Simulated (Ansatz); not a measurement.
A run of Ansatz (development build ahead of 0.2.0) on doublet N₂(+) at this shape:

```csv
atom,x (Å),y (Å),z (Å)
N,0.0000,0.0000,0.5022
N,0.0000,0.0000,-0.5022
```

Its results:

```json
{"Converged": "yes", "Reference energy": "-106.86284 hartree", "CCSD correlation energy": "-0.17608 hartree", "Triples correction": "-0.00250 hartree", "Total energy": "-107.04142 hartree", "Spin squared of the determinant": "0.750"}
```

Question: Which input gives this output? Name the method, the orbitals and the basis set, and write the input.

Answer: ROHF-CCSD(T) in STO-3G.

```yaml
crystal:
  periodic: [false, false, false]
  atoms:
    - { symbol: "N", position_ang: [0.0, 0.0, 0.5022] }
    - { symbol: "N", position_ang: [0.0, 0.0, -0.5022] }
basis:
  gaussian: { orbitals: STO-3G }
total_charge: 1
magnetization:
  initial_magnetization: 1
hamiltonian:
  xc: hf
correlation:
  method: ccsd_t
  frozen_orbitals: { "N": 1 }
```
